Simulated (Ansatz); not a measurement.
Consider the interaction energy of a dimer with the counterpoise correction of CH2F2, SMILES FCF (Ansatz's Python interface).

Script `ch2f2.py`:
```python
"""Binding of a CH2F2 dimer at a trial geometry."""

import ansatz as az

FIRST = [
    ("F", (-1.0368, 0.1996, 0.7387)),
    ("C", (-0.0215, 0.0029, -0.072)),
    ("F", (1.0192, -0.1733, 0.7254)),
    ("H", (-0.1183, -0.8907, -0.6568)),
    ("H", (0.1573, 0.8614, -0.7352)),
]
SECOND = [
    ("F", (-0.256, -1.3145, -3.1901)),
    ("C", (-1.1062, -0.9007, -4.1026)),
    ("F", (-1.4549, 0.3147, -3.714)),
    ("H", (-0.6633, -0.8001, -5.074)),
    ("H", (-1.9968, -1.5422, -4.1668)),
]

def energy(atoms, ghosts=()):
    molecule = az.Crystal.molecule()
    for symbol, xyz in atoms:
        molecule = molecule.atom(symbol, xyz)
    calc = (
        molecule.calculation()
        .basis(gaussian="def2-SVPD")
        .correlation("MP2")
        .accuracy("medium")
    )
    deck = calc.input()
    if ghosts:
        deck = deck.set(az.key.basis.gaussian.ghost_atoms, [{"symbol": s, "position_ang": list(xyz)} for s, xyz in ghosts])
    return az.Session.from_dict(deck).plan().execute().report["free_energy_ev"]


def main() -> None:
    # ghost atoms carry the functions of the partner
    both = energy(FIRST + SECOND)
    alone = energy(FIRST) + energy(SECOND)
    ghosted = energy(FIRST, SECOND) + energy(SECOND, FIRST)
    print(f"dimer {both:.6f} eV")
    print(f"interaction, uncorrected   {23.060548 * (both - alone):8.3f} kcal/mol")
    print(f"interaction, counterpoise  {23.060548 * (both - ghosted):8.3f} kcal/mol")
    print(f"basis-set superposition    {23.060548 * (alone - ghosted):8.3f} kcal/mol")


if __name__ == "__main__":
    main()
```

How large is the interaction at this pose, and how much of it is basis-set superposition?

Uncorrected it is -2.548 kcal/mol, with the counterpoise correction -1.263 kcal/mol; the difference, 1.29 kcal/mol, is the superposition error.

What the script printed:

```console
$ python ch2f2.py
dimer -12966.553390 eV
interaction, uncorrected     -2.548 kcal/mol
interaction, counterpoise    -1.263 kcal/mol
basis-set superposition       1.285 kcal/mol
```

What to keep in mind:
- The settings weren't tested for convergence.
- The dimer is a generated trial pose of unrelaxed monomers, not a minimum, so the figure is no binding energy, and the basis set is small.
- It ran for 8.8 s on 1 thread of Intel(R) Xeon(R) Processor @ 2.30GHz (shared host), peak memory 0.47 GiB.
